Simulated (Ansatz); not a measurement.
The inner images of a band of AlH5O2 (8 atoms, charge 0, multiplicity 1) are given out of order.

Level of theory: Ansatz 0.2.0, RKS PBE-D4/def2-SVP.

First end point:

```xyz
8
Properties=species:S:1:pos:R:3
Al 0.105 -0.066 0.263
H 0.332 -0.690 1.724
H 1.219 -0.112 -0.887
O -1.601 0.011 -0.268
H -1.923 -0.296 -1.129
O -0.310 1.861 0.729
H -1.219 1.641 0.346
H -0.436 2.012 1.687
```

Last end point:

```xyz
8
Properties=species:S:1:pos:R:3
Al -0.229 0.584 -0.301
H 0.049 -0.264 2.124
H 1.180 -0.036 -0.678
O -1.736 -0.206 -0.562
H -1.804 -1.088 -0.959
O -0.257 2.203 0.280
H -1.086 2.660 0.491
H 0.051 0.507 2.068
```

Put them in order from the first end to the last, with their energies above the first end.
A.
```xyz
8
Properties=species:S:1:pos:R:3
Al -0.097 0.220 0.011
H 0.036 0.027 1.789
H 1.245 -0.176 -0.743
O -1.683 -0.192 -0.526
H -1.894 -0.911 -1.139
O -0.209 1.960 0.730
H -1.104 2.354 0.729
H -0.126 1.079 1.615
```
B.
```xyz
8
Properties=species:S:1:pos:R:3
Al -0.138 0.392 -0.104
H 0.040 0.037 1.899
H 1.230 -0.180 -0.682
O -1.693 -0.222 -0.504
H -1.883 -0.952 -1.109
O -0.214 2.041 0.541
H -1.108 2.403 0.672
H -0.066 0.843 1.752
```
C.
```xyz
8
Properties=species:S:1:pos:R:3
Al -0.189 0.506 -0.228
H 0.059 -0.089 2.035
H 1.203 -0.124 -0.656
O -1.717 -0.227 -0.522
H -1.857 -1.022 -1.057
O -0.232 2.130 0.372
H -1.096 2.508 0.608
H -0.004 0.679 1.912
```
D.
```xyz
8
Properties=species:S:1:pos:R:3
Al -0.042 0.027 0.121
H 0.118 -0.257 1.732
H 1.227 -0.140 -0.837
O -1.663 -0.164 -0.487
H -1.896 -0.807 -1.173
O -0.230 1.936 0.772
H -1.150 2.259 0.665
H -0.196 1.507 1.671
```
E.
```xyz
8
Properties=species:S:1:pos:R:3
Al 0.026 -0.037 0.192
H 0.234 -0.517 1.721
H 1.218 -0.112 -0.878
O -1.632 -0.069 -0.395
H -1.909 -0.591 -1.164
O -0.268 1.890 0.763
H -1.209 1.991 0.486
H -0.292 1.806 1.739
```

E (+6.7 kJ/mol), D (+21.2 kJ/mol), A (+55.6 kJ/mol), B (+16.8 kJ/mol), C (-9.0 kJ/mol).

The run took 100 s on 1 thread of Arm Neoverse V2 (shared host), peak memory 0.12 GiB.
